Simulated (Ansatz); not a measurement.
Energy needed to pull apart SiHSF (SMILES F[Si]S), closed shell, into free ground-state atoms, from the structure below (displaced at random from a GFN2-xTB minimum); no zero-point or spin–orbit terms; open-shell atoms are treated unrestricted, in their ground-state multiplicity.

```
4
angstrom
F -1.1411 -0.0785 1.0242
Si 0.1372 1.0086 0.8326
S 0.9616 -0.0355 -0.8296
H 0.1612 -1.1091 -0.9167
```

Program: Ansatz 0.2.0. Basis: def2-TZVPP. Cores are frozen in the correlated methods.

```tsv
method	atomization energy (kJ/mol)
PBE-D4	1349
r2SCAN-D4	1317
PBE0-D4	?
BHLYP-D4	1247
wB97X-V	1325
wB97M-V	1337
HF	896
MP2	?
CCSD	1237
CCSD(T)	1267
```

Task: What does PBE0-D4 give? (An estimate is asked for; the value comes from the calculation.)

Result: The calculation gives: 1300 kJ/mol, which is about 33 kJ/mol more than CCSD(T)/def2-TZVPP.

Task: What does MP2 give? (Judge from chemistry; the value comes from the calculation.)

Result: The calculation gives: 1306 kJ/mol, which is about 39 kJ/mol more than CCSD(T)/def2-TZVPP.

In triple zeta the MP2 and coupled-cluster atomization energies are still short of their basis limit by a few kcal/mol a bond, whereas those of the functionals are nearly converged, so these differences are not deviations from converged CCSD(T).

The T1 diagnostic stays at or below 0.016.

For scale, one of the runs: CCSD(T)/def2-TZVPP forces, 129 basis functions (an equivalent command: `ansatz run in.yaml --threads 4`). Time: 32 s of wall clock on 4 CPU threads; the host was shared. Peak host memory: 0.99 GiB.
